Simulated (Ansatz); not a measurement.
## A basis-limit estimate, worked out

The pair of H₂O (SMILES O, atoms 1–3) and Cl₂ (SMILES ClCl, atoms 4–5), both closed shells, in one local arrangement (a lower one may exist), relaxed at PBE0-D4/def2-TZVP:

```tsv
atom	x (Å)	y (Å)	z (Å)
O1	0.2185	-0.1672	-1.6172
H2	0.5332	0.1702	-0.7746
H3	-0.7367	-0.1920	-1.5307
Cl4	0.6964	0.7758	1.8094
Cl5	-0.7113	-0.5868	2.1132
```

Both fragments are computed in the basis of the whole pair.

Program: Ansatz 0.2.0. Basis: def2-TZVPPD and def2-QZVPPD. Cores are frozen in the correlated methods.

Energies in eV:

| quantity | pair | first fragment | second fragment |
| --- | --- | --- | --- |
| Hartree–Fock, triple zeta (X = 3) | -27076.62935 | -2069.79897 | -25006.84708 |
| Hartree–Fock, quadruple zeta (X = 4) | -27077.40265 | -2069.88585 | -25007.53235 |
| MP2 correlation, X = 3 | -17.63316 | -7.17482 | -10.40417 |
| MP2 correlation, X = 4 | -19.20368 | -7.71109 | -11.43208 |
| CCSD(T) correlation, X = 3 | -19.40266 | -7.54081 | -11.80966 |

(1) Work out the interaction energy at the basis limit: extrapolate Hartree–Fock as E(X) = E∞ + A exp(−7.88 √X) and the MP2 correlation as E(X) = E∞ + B X^−2.97 (the exponents that Neese and Valeev fitted for def2-TZVPP and QZVPP, reused here for the diffuse sets), then add CCSD(T) − MP2 in triple zeta.

No T1 diagnostic of these runs exceeds 0.011.

## Answers

(1) Each step is linear, so take the differences first (pair − first fragment − second fragment): Hartree–Fock 0.01670 (X = 3) and 0.01555 (X = 4); MP2 correlation -0.05417 and -0.06051; CCSD(T) correlation -0.05219.
Two points give E∞ = E(4) + w [E(4) − E(3)], with w = 1/(exp(7.88 (2 − √3)) − 1) = 0.1377 for Hartree–Fock and w = 1/((4/3)^2.97 − 1) = 0.7407 for the correlation.
Hartree–Fock: 0.01555 + 0.1377 × (-0.00115) = 0.0154 eV.
MP2 correlation: -0.06051 + 0.7407 × (-0.00634) = -0.0652 eV.
CCSD(T) − MP2: -0.05219 − (-0.05417) = 0.0020 eV.
Sum: 0.0154 + (-0.0652) + 0.0020 = -0.0478 eV, or -1.10 kcal/mol. Plain CCSD(T) in triple zeta gives -0.0355 eV, so the larger basis shifts the result by -0.0123 eV.

For scale, one of the runs: CCSD(T)/def2-TZVPPD, 176 basis functions, launched by `ansatz run in.yaml --threads 2 --pin off --events-out ev --progress --plain --max-ram 5222MiB`. Time: 22 s of wall clock on 2 CPU threads of an AMD EPYC 7R13; the host was shared. Peak host memory: 1.5 GiB.
